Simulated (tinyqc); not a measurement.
Worked calculation (part 1 of 2): UHF in the sto-3g basis, for H3O+, spin multiplicity 1. Computed by tinyqc, a small Python program that keeps every step (integrals from PySCF). Settings: charge = 1, multiplicity = 1, basis = sto-3g, energy threshold = 1e-08, iteration cap = 54, orthogonalisation = symmetric, start = Wolfsberg-Helmholz matrix, DIIS depth = 0, damping = 0.7, method = UHF, break = 0.7. Command: `OMP_NUM_THREADS=1 python tinyqc.py 21005 21006 out.jsonl` (the two numbers bound the seeds that draw the settings). One thread of a shared host (Intel(R) Xeon(R) Processor @ 2.60GHz), about 0.2 s of CPU time with the checks. Later iterations appear only in the table of the cycle.

## One-electron integrals

Geometry (angstrom):
```
atom        x        y       z
O      0.0000   0.0000  0.2210
H      1.0180   0.0000  0.0000
H     -0.5090   0.8820  0.0000
H     -0.5090  -0.8820  0.0000
```

Basis sto-3g: exponents (1/bohr^2) and contraction coefficients of normalised primitives:
```
element  l (shell)  exponent  coefficient
O            s (1)  130.7093       0.1543
O            s (1)   23.8089       0.5353
O            s (1)    6.4436       0.4446
O            s (2)    5.0332      -0.1000
O            s (2)    1.1696       0.3995
O            s (2)    0.3804       0.7001
O            p (3)    5.0332       0.1559
O            p (3)    1.1696       0.6077
O            p (3)    0.3804       0.3920
H            s (1)    3.4253       0.1543
H            s (1)    0.6239       0.5353
H            s (1)    0.1689       0.4446
```

Overlap, kinetic and nuclear-attraction integrals over the contracted functions; the nuclear repulsion is the sum of Za Zb / Rab.

nuclear repulsion = 13.089315 hartree

overlap S, order 1O 1s, 1O 2s, 1O 2px, 1O 2py, 1O 2pz, 2H 1s, 3H 1s, 4H 1s:
```
[[1.0000, 0.2367, 0.0000, 0.0000, 0.0000, 0.0441, 0.0441, 0.0441],
 [0.2367, 1.0000, 0.0000, 0.0000, 0.0000, 0.4211, 0.4209, 0.4209],
 [0.0000, 0.0000, 1.0000, 0.0000, 0.0000, 0.3545, -0.1771, -0.1771],
 [0.0000, 0.0000, 0.0000, 1.0000, 0.0000, 0.0000, 0.3070, -0.3070],
 [0.0000, 0.0000, 0.0000, 0.0000, 1.0000, -0.0770, -0.0769, -0.0769],
 [0.0441, 0.4211, 0.3545, 0.0000, -0.0770, 1.0000, 0.1736, 0.1736],
 [0.0441, 0.4209, -0.1771, 0.3070, -0.0769, 0.1736, 1.0000, 0.1735],
 [0.0441, 0.4209, -0.1771, -0.3070, -0.0769, 0.1736, 0.1735, 1.0000]]
```

kinetic energy T (hartree), order 1O 1s, 1O 2s, 1O 2px, 1O 2py, 1O 2pz, 2H 1s, 3H 1s, 4H 1s:
```
[[29.0032, -0.1680, 0.0000, 0.0000, 0.0000, -0.0069, -0.0069, -0.0069],
 [-0.1680, 0.8081, 0.0000, 0.0000, 0.0000, 0.0918, 0.0916, 0.0916],
 [0.0000, 0.0000, 2.5287, 0.0000, 0.0000, 0.2184, -0.1090, -0.1090],
 [0.0000, 0.0000, 0.0000, 2.5287, 0.0000, 0.0000, 0.1890, -0.1890],
 [0.0000, 0.0000, 0.0000, 0.0000, 2.5287, -0.0474, -0.0473, -0.0473],
 [-0.0069, 0.0918, 0.2184, 0.0000, -0.0474, 0.7600, -0.0050, -0.0050],
 [-0.0069, 0.0916, -0.1090, 0.1890, -0.0473, -0.0050, 0.7600, -0.0051],
 [-0.0069, 0.0916, -0.1090, -0.1890, -0.0473, -0.0050, -0.0051, 0.7600]]
```

nuclear attraction V (hartree), order 1O 1s, 1O 2s, 1O 2px, 1O 2py, 1O 2pz, 2H 1s, 3H 1s, 4H 1s:
```
[[-62.1421, -7.5437, 0.0000, 0.0000, 0.0083, -1.4420, -1.4409, -1.4409],
 [-7.5437, -10.5639, -0.0001, 0.0000, 0.1006, -3.4826, -3.4805, -3.4805],
 [0.0000, -0.0001, -10.5346, 0.0000, 0.0000, -2.6024, 1.3001, 1.3001],
 [0.0000, 0.0000, 0.0000, -10.5346, 0.0000, 0.0000, -2.2529, 2.2529],
 [0.0083, 0.1006, 0.0000, 0.0000, -10.4013, 0.5916, 0.5911, 0.5911],
 [-1.4420, -3.4826, -2.6024, 0.0000, 0.5916, -5.7839, -1.1362, -1.1362],
 [-1.4409, -3.4805, 1.3001, -2.2529, 0.5911, -1.1362, -5.7827, -1.1352],
 [-1.4409, -3.4805, 1.3001, 2.2529, 0.5911, -1.1362, -1.1352, -5.7827]]
```

core Hamiltonian H = T + V (hartree), order 1O 1s, 1O 2s, 1O 2px, 1O 2py, 1O 2pz, 2H 1s, 3H 1s, 4H 1s:
```
[[-33.1389, -7.7117, 0.0000, 0.0000, 0.0083, -1.4489, -1.4478, -1.4478],
 [-7.7117, -9.7558, -0.0001, 0.0000, 0.1006, -3.3908, -3.3889, -3.3889],
 [0.0000, -0.0001, -8.0058, 0.0000, 0.0000, -2.3840, 1.1911, 1.1911],
 [0.0000, 0.0000, 0.0000, -8.0058, 0.0000, 0.0000, -2.0640, 2.0640],
 [0.0083, 0.1006, 0.0000, 0.0000, -7.8726, 0.5442, 0.5438, 0.5438],
 [-1.4489, -3.3908, -2.3840, 0.0000, 0.5442, -5.0239, -1.1412, -1.1412],
 [-1.4478, -3.3889, 1.1911, -2.0640, 0.5438, -1.1412, -5.0227, -1.1402],
 [-1.4478, -3.3889, 1.1911, 2.0640, 0.5438, -1.1412, -1.1402, -5.0227]]
```

## Two-electron integrals

Functions are numbered as in S; the eight-fold symmetry (ij|kl) = (ji|kl) = (kl|ij) leaves the list below.

Two-electron integrals (ij|kl) in chemists' order, unique and non-zero (hartree):
```
(11|11) 4.7851      (21|11) 0.7414      (21|21) 0.1369      (22|11) 1.1189
(22|21) 0.2566      (22|22) 0.8172      (31|31) 0.0245      (32|31) 0.0378
(32|32) 0.1805      (33|11) 1.1158      (33|21) 0.2567      (33|22) 0.8170
(33|33) 0.8802      (41|41) 0.0245      (42|41) 0.0378      (42|42) 0.1805
(43|43) 0.0474      (44|11) 1.1158      (44|21) 0.2567      (44|22) 0.8170
(44|33) 0.7853      (44|44) 0.8802      (51|51) 0.0245      (52|51) 0.0378
(52|52) 0.1805      (53|53) 0.0474      (54|54) 0.0474      (55|11) 1.1158
(55|21) 0.2567      (55|22) 0.8170      (55|33) 0.7853      (55|44) 0.7853
(55|55) 0.8802      (61|11) 0.1401      (61|21) 0.0257      (61|22) 0.0478
(61|31) 0.0012      (61|32) 0.0022      (61|33) 0.0480      (61|44) 0.0477
(61|51) -2.51e-04   (61|52) -4.71e-04   (61|53) -5.94e-05   (61|55) 0.0477
(61|61) 0.0049      (62|11) 0.3480      (62|21) 0.0809      (62|22) 0.2859
(62|31) 0.0059      (62|32) 0.0458      (62|33) 0.2948      (62|44) 0.2810
(62|51) -0.0013     (62|52) -0.0099     (62|53) -0.0030     (62|55) 0.2816
(62|61) 0.0155      (62|62) 0.1249      (63|11) 0.2479      (63|21) 0.0583
(63|22) 0.2202      (63|31) 0.0121      (63|32) 0.0824      (63|33) 0.2394
(63|44) 0.2103      (63|51) -0.0008     (63|52) -0.0072     (63|53) -0.0043
(63|55) 0.2108      (63|61) 0.0116      (63|62) 0.1168      (63|63) 0.1256
(64|41) 0.0084      (64|42) 0.0491      (64|43) 0.0095      (64|54) -0.0021
(64|64) 0.0176      (65|11) -0.0538     (65|21) -0.0127     (65|22) -0.0478
(65|31) -0.0008     (65|32) -0.0072     (65|33) -0.0479     (65|44) -0.0456
(65|51) 0.0085      (65|52) 0.0506      (65|53) 0.0099      (65|55) -0.0499
(65|61) -0.0025     (65|62) -0.0254     (65|63) -0.0235     (65|65) 0.0227
(66|11) 0.4942      (66|21) 0.1167      (66|22) 0.4738      (66|31) 0.0109
(66|32) 0.1165      (66|33) 0.5087      (66|44) 0.4548      (66|51) -0.0024
(66|52) -0.0253     (66|53) -0.0117     (66|55) 0.4573      (66|61) 0.0225
(66|62) 0.2629      (66|63) 0.2807      (66|65) -0.0609     (66|66) 0.7746
(71|11) 0.1400      (71|21) 0.0256      (71|22) 0.0478      (71|31) -0.0006
(71|32) -0.0011     (71|33) 0.0478      (71|41) 0.0010      (71|42) 0.0019
(71|43) -1.18e-04   (71|44) 0.0479      (71|51) -2.51e-04   (71|52) -4.71e-04
(71|53) 2.96e-05    (71|54) -5.14e-05   (71|55) 0.0477      (71|61) 0.0048
(71|62) 0.0149      (71|63) 0.0105      (71|64) 4.11e-04    (71|65) -0.0024
(71|66) 0.0214      (71|71) 0.0049      (72|11) 0.3478      (72|21) 0.0808
(72|22) 0.2858      (72|31) -0.0030     (72|32) -0.0229     (72|33) 0.2843
(72|41) 0.0051      (72|42) 0.0396      (72|43) -0.0060     (72|44) 0.2912
(72|51) -0.0013     (72|52) -0.0099     (72|53) 0.0015      (72|54) -0.0026
(72|55) 0.2815      (72|61) 0.0149      (72|62) 0.0980      (72|63) 0.0701
(72|64) 0.0109      (72|65) -0.0193     (72|66) 0.1658      (72|71) 0.0154
(72|72) 0.1247      (73|11) -0.1239     (73|21) -0.0291     (73|22) -0.1100
(73|31) 0.0093      (73|32) 0.0573      (73|33) -0.1158     (73|41) -0.0016
(73|42) -0.0144     (73|43) 0.0104      (73|44) -0.1089     (73|51) 4.06e-04
(73|52) 0.0036      (73|53) -0.0026     (73|54) 0.0010      (73|55) -0.1053
(73|61) -0.0049     (73|62) -0.0256     (73|63) -0.0056     (73|64) -0.0022
(73|65) 0.0049      (73|66) -0.0323     (73|71) -0.0058     (73|72) -0.0583
(73|73) 0.0445      (74|11) 0.2146      (74|21) 0.0505      (74|22) 0.1907
(74|31) -0.0016     (74|32) -0.0144     (74|33) 0.1842      (74|41) 0.0112
(74|42) 0.0740      (74|43) -0.0085     (74|44) 0.2050      (74|51) -0.0007
(74|52) -0.0063     (74|53) 0.0010      (74|54) -0.0037     (74|55) 0.1825
(74|61) 0.0093      (74|62) 0.0662      (74|63) 0.0469      (74|64) 0.0202
(74|65) -0.0128     (74|66) 0.1133      (74|71) 0.0101      (74|72) 0.1011
(74|73) -0.0467     (74|74) 0.0986      (75|11) -0.0538     (75|21) -0.0127
(75|22) -0.0478     (75|31) 4.06e-04    (75|32) 0.0036      (75|33) -0.0462
(75|41) -0.0007     (75|42) -0.0063     (75|43) 0.0010      (75|44) -0.0473
(75|51) 0.0085      (75|52) 0.0506      (75|53) -0.0050     (75|54) 0.0086
(75|55) -0.0498     (75|61) -0.0024     (75|62) -0.0193     (75|63) -0.0135
(75|64) -0.0021     (75|65) 0.0170      (75|66) -0.0356     (75|71) -0.0025
(75|72) -0.0253     (75|73) 0.0117      (75|74) -0.0203     (75|75) 0.0227
(76|11) 0.1086      (76|21) 0.0254      (76|22) 0.0967      (76|31) 0.0008
(76|32) 0.0068      (76|33) 0.0972      (76|41) 0.0013      (76|42) 0.0117
(76|43) 3.64e-04    (76|44) 0.0976      (76|51) -0.0007     (76|52) -0.0059
(76|53) -0.0007     (76|54) -0.0012     (76|55) 0.0953      (76|61) 0.0048
(76|62) 0.0407      (76|63) 0.0356      (76|64) 0.0042      (76|65) -0.0093
(76|66) 0.0866      (76|71) 0.0048      (76|72) 0.0407      (76|73) -0.0141
(76|74) 0.0329      (76|75) -0.0093     (76|76) 0.0162      (77|11) 0.4941
(77|21) 0.1167      (77|22) 0.4737      (77|31) -0.0054     (77|32) -0.0582
(77|33) 0.4682      (77|41) 0.0094      (77|42) 0.1009      (77|43) -0.0233
(77|44) 0.4951      (77|51) -0.0024     (77|52) -0.0253     (77|53) 0.0058
(77|54) -0.0101     (77|55) 0.4572      (77|61) 0.0214      (77|62) 0.1659
(77|63) 0.1143      (77|64) 0.0287      (77|65) -0.0356     (77|66) 0.2977
(77|71) 0.0225      (77|72) 0.2627      (77|73) -0.1402     (77|74) 0.2430
(77|75) -0.0609     (77|76) 0.0866      (77|77) 0.7746      (81|11) 0.1400
(81|21) 0.0256      (81|22) 0.0478      (81|31) -0.0006     (81|32) -0.0011
(81|33) 0.0478      (81|41) -0.0010     (81|42) -0.0019     (81|43) 1.18e-04
(81|44) 0.0479      (81|51) -2.51e-04   (81|52) -4.71e-04   (81|53) 2.96e-05
(81|54) 5.14e-05    (81|55) 0.0477      (81|61) 0.0048      (81|62) 0.0149
(81|63) 0.0105      (81|64) -4.11e-04   (81|65) -0.0024     (81|66) 0.0214
(81|71) 0.0048      (81|72) 0.0149      (81|73) -0.0056     (81|74) 0.0089
(81|75) -0.0024     (81|76) 0.0047      (81|77) 0.0214      (81|81) 0.0049
(82|11) 0.3478      (82|21) 0.0808      (82|22) 0.2858      (82|31) -0.0030
(82|32) -0.0229     (82|33) 0.2843      (82|41) -0.0051     (82|42) -0.0396
(82|43) 0.0060      (82|44) 0.2912      (82|51) -0.0013     (82|52) -0.0099
(82|53) 0.0015      (82|54) 0.0026      (82|55) 0.2815      (82|61) 0.0149
(82|62) 0.0980      (82|63) 0.0701      (82|64) -0.0109     (82|65) -0.0193
(82|66) 0.1658      (82|71) 0.0149      (82|72) 0.0980      (82|73) -0.0444
(82|74) 0.0553      (82|75) -0.0193     (82|76) 0.0328      (82|77) 0.1658
(82|81) 0.0154      (82|82) 0.1247      (83|11) -0.1239     (83|21) -0.0291
(83|22) -0.1100     (83|31) 0.0093      (83|32) 0.0573      (83|33) -0.1158
(83|41) 0.0016      (83|42) 0.0144      (83|43) -0.0104     (83|44) -0.1089
(83|51) 4.06e-04    (83|52) 0.0036      (83|53) -0.0026     (83|54) -0.0010
(83|55) -0.1053     (83|61) -0.0049     (83|62) -0.0256     (83|63) -0.0056
(83|64) 0.0022      (83|65) 0.0049      (83|66) -0.0323     (83|71) -0.0056
(83|72) -0.0444     (83|73) 0.0331      (83|74) -0.0245     (83|75) 0.0086
(83|76) -0.0111     (83|77) -0.0819     (83|81) -0.0058     (83|82) -0.0583
(83|83) 0.0445      (84|11) -0.2146     (84|21) -0.0505     (84|22) -0.1907
(84|31) 0.0016      (84|32) 0.0144      (84|33) -0.1842     (84|41) 0.0112
(84|42) 0.0740      (84|43) -0.0085     (84|44) -0.2050     (84|51) 0.0007
(84|52) 0.0063      (84|53) -0.0010     (84|54) -0.0037     (84|55) -0.1825
(84|61) -0.0093     (84|62) -0.0662     (84|63) -0.0469     (84|64) 0.0202
(84|65) 0.0128      (84|66) -0.1133     (84|71) -0.0089     (84|72) -0.0553
(84|73) 0.0245      (84|74) -0.0185     (84|75) 0.0107      (84|76) -0.0193
(84|77) -0.0846     (84|81) -0.0101     (84|82) -0.1011     (84|83) 0.0467
(84|84) 0.0986      (85|11) -0.0538     (85|21) -0.0127     (85|22) -0.0478
(85|31) 4.06e-04    (85|32) 0.0036      (85|33) -0.0462     (85|41) 0.0007
(85|42) 0.0063      (85|43) -0.0010     (85|44) -0.0473     (85|51) 0.0085
(85|52) 0.0506      (85|53) -0.0050     (85|54) -0.0086     (85|55) -0.0498
(85|61) -0.0024     (85|62) -0.0193     (85|63) -0.0135     (85|64) 0.0021
(85|65) 0.0170      (85|66) -0.0356     (85|71) -0.0024     (85|72) -0.0193
(85|73) 0.0086      (85|74) -0.0107     (85|75) 0.0170      (85|76) -0.0073
(85|77) -0.0356     (85|81) -0.0025     (85|82) -0.0253     (85|83) 0.0117
(85|84) 0.0203      (85|85) 0.0227      (86|11) 0.1086      (86|21) 0.0254
(86|22) 0.0967      (86|31) 0.0008      (86|32) 0.0068      (86|33) 0.0972
(86|41) -0.0013     (86|42) -0.0117     (86|43) -3.64e-04   (86|44) 0.0976
(86|51) -0.0007     (86|52) -0.0059     (86|53) -0.0007     (86|54) 0.0012
(86|55) 0.0953      (86|61) 0.0048      (86|62) 0.0407      (86|63) 0.0356
(86|64) -0.0042     (86|65) -0.0093     (86|66) 0.0866      (86|71) 0.0047
(86|72) 0.0328      (86|73) -0.0111     (86|74) 0.0193      (86|75) -0.0073
(86|76) 0.0132      (86|77) 0.0569      (86|81) 0.0048      (86|82) 0.0407
(86|83) -0.0141     (86|84) -0.0329     (86|85) -0.0093     (86|86) 0.0162
(87|11) 0.1085      (87|21) 0.0254      (87|22) 0.0967      (87|31) -0.0015
(87|32) -0.0135     (87|33) 0.0977      (87|44) 0.0969      (87|51) -0.0007
(87|52) -0.0059     (87|53) 0.0013      (87|55) 0.0952      (87|61) 0.0047
(87|62) 0.0328      (87|63) 0.0223      (87|65) -0.0073     (87|66) 0.0568
(87|71) 0.0048      (87|72) 0.0406      (87|73) -0.0214     (87|74) 0.0286
(87|75) -0.0093     (87|76) 0.0132      (87|77) 0.0865      (87|81) 0.0048
(87|82) 0.0406      (87|83) -0.0214     (87|84) -0.0286     (87|85) -0.0093
(87|86) 0.0132      (87|87) 0.0162      (88|11) 0.4941      (88|21) 0.1167
(88|22) 0.4737      (88|31) -0.0054     (88|32) -0.0582     (88|33) 0.4682
(88|41) -0.0094     (88|42) -0.1009     (88|43) 0.0233      (88|44) 0.4951
(88|51) -0.0024     (88|52) -0.0253     (88|53) 0.0058      (88|54) 0.0101
(88|55) 0.4572      (88|61) 0.0214      (88|62) 0.1659      (88|63) 0.1143
(88|64) -0.0287     (88|65) -0.0356     (88|66) 0.2977      (88|71) 0.0214
(88|72) 0.1658      (88|73) -0.0819     (88|74) 0.0846      (88|75) -0.0356
(88|76) 0.0569      (88|77) 0.2976      (88|81) 0.0225      (88|82) 0.2627
(88|83) -0.1402     (88|84) -0.2430     (88|85) -0.0609     (88|86) 0.0866
(88|87) 0.0865      (88|88) 0.7746
```

## Orthogonalisation

S = U s U^T; symmetric (Loewdin) form X = U s^(-1/2) U^T, so that X^T S X = 1.

eigenvalues of S: [0.3814, 0.4704, 0.4706, 0.9528, 1.0348, 1.3559, 1.3559, 1.9782]

X, order 1O 1s, 1O 2s, 1O 2px, 1O 2py, 1O 2pz, 2H 1s, 3H 1s, 4H 1s:
```
[[1.0247, -0.1463, 0.0000, 0.0000, 0.0042, 0.0192, 0.0192, 0.0192],
 [-0.1463, 1.2597, 0.0001, 0.0000, -0.0425, -0.2375, -0.2373, -0.2373],
 [0.0000, 0.0001, 1.0996, 0.0000, 0.0000, -0.2399, 0.1199, 0.1199],
 [0.0000, 0.0000, 0.0000, 1.0996, 0.0000, 0.0000, -0.2077, 0.2077],
 [0.0042, -0.0425, 0.0000, 0.0000, 1.0076, 0.0426, 0.0426, 0.0426],
 [0.0192, -0.2375, -0.2399, 0.0000, 0.0426, 1.1600, -0.0572, -0.0572],
 [0.0192, -0.2373, 0.1199, -0.2077, 0.0426, -0.0572, 1.1599, -0.0571],
 [0.0192, -0.2373, 0.1199, 0.2077, 0.0426, -0.0572, -0.0571, 1.1599]]
```

## Starting guess

The start is the generalised Wolfsberg-Helmholz matrix (K = 1.75) built on H, with HOMO and LUMO mixed by +/-0.7 rad for the two spins; D(s) = C_occ C_occ^T for each spin.

D(alpha) at the start, order 1O 1s, 1O 2s, 1O 2px, 1O 2py, 1O 2pz, 2H 1s, 3H 1s, 4H 1s:
```
[[1.0239, -0.0974, 0.0000, 0.0155, -0.0068, -0.0600, -0.0772, -0.0427],
 [-0.0974, 0.4854, -0.0001, -0.0553, 0.0240, 0.1449, 0.2064, 0.0832],
 [0.0000, -0.0001, 0.7018, 0.0000, 0.0000, 0.2083, -0.1042, -0.1042],
 [0.0155, -0.0553, 0.0000, 0.9482, -0.3758, -0.0007, -0.0948, 0.0935],
 [-0.0068, 0.0240, 0.0000, -0.3758, 0.5811, -0.0176, 0.4013, -0.4364],
 [-0.0600, 0.1449, 0.2083, -0.0007, -0.0176, 0.1071, 0.0151, 0.0136],
 [-0.0772, 0.2064, -0.1042, -0.0948, 0.4013, 0.0151, 0.4145, -0.2917],
 [-0.0427, 0.0832, -0.1042, 0.0935, -0.4364, 0.0136, -0.2917, 0.4115]]
```

D(beta) at the start, order 1O 1s, 1O 2s, 1O 2px, 1O 2py, 1O 2pz, 2H 1s, 3H 1s, 4H 1s:
```
[[1.0239, -0.0974, 0.0000, -0.0155, -0.0068, -0.0600, -0.0427, -0.0772],
 [-0.0974, 0.4854, -0.0001, 0.0553, 0.0240, 0.1449, 0.0832, 0.2064],
 [0.0000, -0.0001, 0.7018, 0.0000, 0.0000, 0.2083, -0.1042, -0.1042],
 [-0.0155, 0.0553, 0.0000, 0.9482, 0.3758, 0.0007, -0.0935, 0.0948],
 [-0.0068, 0.0240, 0.0000, 0.3758, 0.5811, -0.0176, -0.4364, 0.4013],
 [-0.0600, 0.1449, 0.2083, 0.0007, -0.0176, 0.1071, 0.0136, 0.0151],
 [-0.0427, 0.0832, -0.1042, -0.0935, -0.4364, 0.0136, 0.4115, -0.2917],
 [-0.0772, 0.2064, -0.1042, 0.0948, 0.4013, 0.0151, -0.2917, 0.4145]]
```

## Iteration 1: building the Fock matrix

J_ij = sum D_kl (ij|kl) with D = D(alpha) + D(beta), K_ij = sum D_kl (ik|jl) for each spin; F = H + J - K(s); E = tr D H + tr D J / 2 - 0.5 sum_s tr D(s) K(s) + E_nn.

Coulomb J (hartree), order 1O 1s, 1O 2s, 1O 2px, 1O 2py, 1O 2pz, 2H 1s, 3H 1s, 4H 1s:
```
[[17.0463, 3.2098, -0.0013, 0.0000, -0.0051, 0.6021, 0.6018, 0.6018],
 [3.2098, 8.0167, -0.0230, 0.0000, -0.0567, 2.7770, 2.8037, 2.8037],
 [-0.0013, -0.0230, 8.0275, 0.0000, 0.0034, 2.1233, -1.0894, -1.0894],
 [0.0000, 0.0000, 0.0000, 8.0627, 0.0000, 0.0000, 1.8782, -1.8782],
 [-0.0051, -0.0567, 0.0034, 0.0000, 7.9369, -0.4765, -0.4840, -0.4840],
 [0.6021, 2.7770, 2.1233, 0.0000, -0.4765, 4.6471, 0.9465, 0.9465],
 [0.6018, 2.8037, -1.0894, 1.8782, -0.4840, 0.9465, 4.8104, 0.9542],
 [0.6018, 2.8037, -1.0894, -1.8782, -0.4840, 0.9465, 0.9542, 4.8104]]
```

exchange K(alpha) (hartree), order 1O 1s, 1O 2s, 1O 2px, 1O 2py, 1O 2pz, 2H 1s, 3H 1s, 4H 1s:
```
[[4.8502, 0.8423, 0.0008, -0.0003, -0.0009, 0.1617, 0.1596, 0.1615],
 [0.8423, 1.1884, 0.0027, -0.0318, -0.0332, 0.4939, 0.5024, 0.4912],
 [0.0008, 0.0027, 1.0240, -0.0019, 0.0008, 0.3714, -0.1924, -0.1923],
 [-0.0003, -0.0318, -0.0019, 1.0800, -0.1543, -0.0021, 0.3100, -0.3141],
 [-0.0009, -0.0332, 0.0008, -0.1543, 0.7564, -0.0726, 0.0052, -0.1569],
 [0.1617, 0.4939, 0.3714, -0.0021, -0.0726, 0.4722, 0.1592, 0.1646],
 [0.1596, 0.5024, -0.1924, 0.3100, 0.0052, 0.1592, 0.5547, 0.1424],
 [0.1615, 0.4912, -0.1923, -0.3141, -0.1569, 0.1646, 0.1424, 0.5772]]
```

exchange K(beta) (hartree), order 1O 1s, 1O 2s, 1O 2px, 1O 2py, 1O 2pz, 2H 1s, 3H 1s, 4H 1s:
```
[[4.8502, 0.8423, 0.0008, 0.0003, -0.0009, 0.1617, 0.1615, 0.1596],
 [0.8423, 1.1884, 0.0027, 0.0318, -0.0332, 0.4939, 0.4912, 0.5024],
 [0.0008, 0.0027, 1.0240, 0.0019, 0.0008, 0.3714, -0.1923, -0.1924],
 [0.0003, 0.0318, 0.0019, 1.0800, 0.1543, 0.0021, 0.3141, -0.3100],
 [-0.0009, -0.0332, 0.0008, 0.1543, 0.7564, -0.0726, -0.1569, 0.0052],
 [0.1617, 0.4939, 0.3714, 0.0021, -0.0726, 0.4722, 0.1646, 0.1592],
 [0.1615, 0.4912, -0.1923, 0.3141, -0.1569, 0.1646, 0.5772, 0.1424],
 [0.1596, 0.5024, -0.1924, -0.3100, 0.0052, 0.1592, 0.1424, 0.5547]]
```

F(alpha) (hartree), order 1O 1s, 1O 2s, 1O 2px, 1O 2py, 1O 2pz, 2H 1s, 3H 1s, 4H 1s:
```
[[-20.9428, -5.3442, -0.0021, 0.0003, 0.0041, -1.0085, -1.0056, -1.0075],
 [-5.3442, -2.9275, -0.0258, 0.0318, 0.0772, -1.1078, -1.0876, -1.0763],
 [-0.0021, -0.0258, -1.0023, 0.0019, 0.0026, -0.6321, 0.2940, 0.2939],
 [0.0003, 0.0318, 0.0019, -1.0232, 0.1543, 0.0021, -0.4958, 0.4998],
 [0.0041, 0.0772, 0.0026, 0.1543, -0.6921, 0.1403, 0.0545, 0.2167],
 [-1.0085, -1.1078, -0.6321, 0.0021, 0.1403, -0.8491, -0.3540, -0.3593],
 [-1.0056, -1.0876, 0.2940, -0.4958, 0.0545, -0.3540, -0.7670, -0.3284],
 [-1.0075, -1.0763, 0.2939, 0.4998, 0.2167, -0.3593, -0.3284, -0.7895]]
```

F(beta) (hartree), order 1O 1s, 1O 2s, 1O 2px, 1O 2py, 1O 2pz, 2H 1s, 3H 1s, 4H 1s:
```
[[-20.9428, -5.3442, -0.0021, -0.0003, 0.0041, -1.0085, -1.0075, -1.0056],
 [-5.3442, -2.9275, -0.0258, -0.0318, 0.0772, -1.1078, -1.0763, -1.0876],
 [-0.0021, -0.0258, -1.0023, -0.0019, 0.0026, -0.6321, 0.2939, 0.2940],
 [-0.0003, -0.0318, -0.0019, -1.0232, -0.1543, -0.0021, -0.4998, 0.4958],
 [0.0041, 0.0772, 0.0026, -0.1543, -0.6921, 0.1403, 0.2167, 0.0545],
 [-1.0085, -1.1078, -0.6321, -0.0021, 0.1403, -0.8491, -0.3593, -0.3540],
 [-1.0075, -1.0763, 0.2939, -0.4998, 0.2167, -0.3593, -0.7895, -0.3284],
 [-1.0056, -1.0876, 0.2940, 0.4958, 0.0545, -0.3540, -0.3284, -0.7670]]
```

total energy of this density = -74.647079 hartree

This density is the starting one.
